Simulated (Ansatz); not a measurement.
# CH₄BF: how energies converge with the basis set

One table from this session's results is given with a row withheld; the runs are named, their logs left out.

Method: one geometry, several basis sets; program: Ansatz 0.2.0, Gaussian basis.

The runs, in order: PBE0-D4/def2-SVP; ωB97M-V/def2-SVP; PBE0-D4/def2-QZVPP; ωB97M-V/def2-QZVPP; CCSD(T)/cc-pV(D+d)Z; CCSD(T)/cc-pV(T+d)Z; CCSD(T)/cc-pV(Q+d)Z; the functionals' def2-TZVPP values are taken from earlier runs.

## The geometry

All runs share one geometry, relaxed beforehand with PBE0-D4 in a triple-zeta def2 set.

SMILES `CBF`, 7 atoms, charge 0, spin multiplicity 1.

Atoms are counted from 1 here; the program's logs count them from 0.

Bond lengths: C1–B2 1.553 Å, C1–H4 1.091 Å, C1–H5 1.096 Å, C1–H6 1.096 Å, B2–F3 1.326 Å, B2–H7 1.202 Å. Angles: B2–C1–H4 114.0°, B2–C1–H5 109.6°, B2–C1–H6 109.7°, H4–C1–H5 109.0°, H4–C1–H6 109.0°, H5–C1–H6 105.1°, C1–B2–F3 120.6°, C1–B2–H7 123.5°, F3–B2–H7 116.0°.

The first run:

Contents of in.yaml:

```yaml
crystal:
  periodic: [false, false, false]
  atoms:
    - {symbol: C, position_ang: [-0.563616, 0.331581, -0.177025]}
    - {symbol: B, position_ang: [0.730182, -0.433208, 0.213996]}
    - {symbol: F, position_ang: [1.017763, -1.601568, -0.344417]}
    - {symbol: H, position_ang: [-1.175269, -0.181815, -0.920384]}
    - {symbol: H, position_ang: [-0.302579, 1.326637, -0.555530]}
    - {symbol: H, position_ang: [-1.168630, 0.516023, 0.718077]}
    - {symbol: H, position_ang: [1.523348, -0.025551, 1.019581]}
basis:
  gaussian: {orbitals: def2-SVP}
hamiltonian: {xc: pbe0, dispersion: d4}
output: {orbitals: {seedname: orbitals}}
```

Launch:

```console
> ansatz run in.yaml --threads 2 --pin off --events-out ev --progress --plain --max-ram 32768MiB --backend cpu
```

Steps of the session up to this table: PBE0-D4 in def2-SVP; ωB97M-V in def2-SVP; PBE0-D4 in def2-QZVPP; ωB97M-V in def2-QZVPP.

One of the session's tables, all rows but one given; the rest of the session is left out.

| functional | basis | HOMO (eV) | LUMO (eV) |
| --- | --- | --- | --- |
| PBE0-D4 | def2-SVP | -8.88 | -0.28 |
| PBE0-D4 | def2-TZVPP | -8.97 | -0.45 |
| PBE0-D4 | def2-QZVPP | -8.98 | -0.49 |
| ωB97M-V | def2-SVP | -11.22 | 1.85 |
| ωB97M-V | def2-TZVPP | -11.33 | 1.51 |
| ωB97M-V | def2-QZVPP | ? | ? |

Q: Estimate the row for ωB97M-V, def2-QZVPP from the others.

As computed: HOMO (eV): -11.34; LUMO (eV): 1.33. In the column «HOMO (eV)» it is the lowest.
